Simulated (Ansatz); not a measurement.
# HS−: small, medium and large basis sets

Aim: see how fast density functionals converge with the basis set for HS−.

Computed with Ansatz 0.2.0, Gaussian basis. Level: one geometry, several basis sets.

Plan: PBE0-D4/def2-SVPD; ωB97M-V/def2-SVPD; PBE0-D4/def2-QZVPPD; ωB97M-V/def2-QZVPPD; the functionals' def2-TZVPPD values are taken from earlier runs.

## 1. The geometry

The geometry comes from an earlier relaxation with PBE0-D4 in a triple-zeta def2 set; it is a stationary point.

SMILES `[SH-]`, 2 atoms, charge -1, spin multiplicity 1.

Atoms are counted from 1 here; the program's logs count them from 0.

Bond lengths: S1–H2 1.346 Å.

## 2. PBE0-D4 in def2-SVPD

Input file in.yaml:

```yaml
crystal:
  periodic: [false, false, false]
  atoms:
    - {symbol: S, position_ang: [0.574726, -0.187869, 0.295541]}
    - {symbol: H, position_ang: [-0.574726, 0.187869, -0.295541]}
basis:
  gaussian: {orbitals: def2-SVPD}
total_charge: -1
hamiltonian: {xc: pbe0, dispersion: d4}
output: {orbitals: {seedname: orbitals}}
```

After this run come: ωB97M-V in def2-SVPD; PBE0-D4 in def2-QZVPPD; ωB97M-V in def2-QZVPPD.

Before running them: what should the planned runs give, taken together? Wanted: PBE0-D4: double and triple zeta above quadruple; ωB97M-V: double and triple zeta above quadruple.

**Answer**, as computed:

| quantity | value |
| --- | --- |
| PBE0-D4: double and triple zeta above quadruple | 3.87, 0.32 eV |
| ωB97M-V: double and triple zeta above quadruple | 3.81, 0.30 eV |

**Reading.** For PBE0-D4 the step from double to triple zeta gains 3.55 eV and the next only 0.32 eV. Total energies overstate the basis error of differences, where much of it tends to cancel. The LUMO of ωB97M-V is positive and keeps falling with the basis (6.36 to 4.59 eV): an unbound level that the basis holds in place.
